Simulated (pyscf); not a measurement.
`[OH][Ge]([OH])([OH])[OH]` -> `[OH2]` + `[O]=[Ge]([OH])[OH]`, an elimination (singlet surface; Ge–O, H–O broken, H–O formed). Single points on ωB97X-D3(BJ)/def2-SVP structures (PySCF, gas phase). Energies in kJ/mol from the reactant's lowest minimum found.

GFN2-xTB: tblite. 

### Question
In single points GFN2-xTB puts the saddle at 187.1 kJ/mol and the reaction energy at +170.9 kJ/mol. Should these be trusted to within a few kcal/mol? Compare with ωB97M-D3(BJ)/def2-TZVP.

### Answer
ωB97M-D3(BJ)/def2-TZVP gives ΔE‡ = 197.3 kJ/mol and ΔE = +258.7 kJ/mol. GFN2-xTB lies 10.1 kJ/mol under it in the barrier and 87.8 kJ/mol under it in the reaction energy, so on this step it does not hold to within 12.6 kJ/mol. ωB97M-D3(BJ)/def2-TZVP has limits of its own. On the product side the descent ends in an adduct with a Ge–O contact, 80.5 kJ/mol under the separated species and 15.6 kJ/mol under the saddle at ωB97X-D3(BJ)/def2-TZVP. At ωB97M-D3(BJ) the saddle lies under the separated products, which points to a path from their complex (located at ωB97X-D3(BJ) alone), and parting the products costs more than the saddle. What is counted as broken (Ge–O) persists as a longer contact in the product adduct; parting that adduct is a step of its own. One saddle was located; it need not be the lowest between these sides. In the def2 sets elements up to Kr have no core potential.
